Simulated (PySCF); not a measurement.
# SiP under electron impact: the energy ladder

CCSD(T) in PySCF with def2-TZVPPD on every atom, for the lowest determinant that a PBE0 search found; no spin–orbit coupling.

| species | state (unpaired electrons) | Re (Å) | ωe (cm⁻¹) | energy of the minimum from the neutral (eV) | De (eV) | dissociates to |
| --- | --- | --- | --- | --- | --- | --- |
| SiP | doublet (π ↑) | 2.088 | 613 | 0.00 | 3.43 | Si + P |
| SiP⁺ | triplet (π ↑↑) | 2.222 | 502 | 8.80 | 2.73 | Si⁺ + P |

Task: Work out the lowest energy to break SiP into atoms, from its vibrational ground state.

Result: D0 = De − ωe/2 = 3.43 − 0.04 = 3.39 eV (CCSD(T)/def2-TZVPPD).

Task: Work out the ionisation energy of the Si atom at this level and the threshold of dissociative ionisation.

Result: IE(Si) = 8.80 + 2.73 − 3.43 = 8.10 eV, so Si⁺ + P + e⁻ appears at D0 + IE(Si) = 11.49 eV (CCSD(T)/def2-TZVPPD). The measured IE(Si) is 8.152 eV (NIST ASD).

These are thermodynamic thresholds; the onsets seen under electron impact lie higher where the geometry changes, and cross-sections peak well above them.

Correlated steps freeze 10 core orbitals. UHF and ROHF references stand side by side, which adds small steps between rows. For an ion De counts to the pair picked by the measured ionisation energies or electron affinities, which need not be the lowest pair at this level. States were picked by a PBE0 search and need not be the measured ground states.
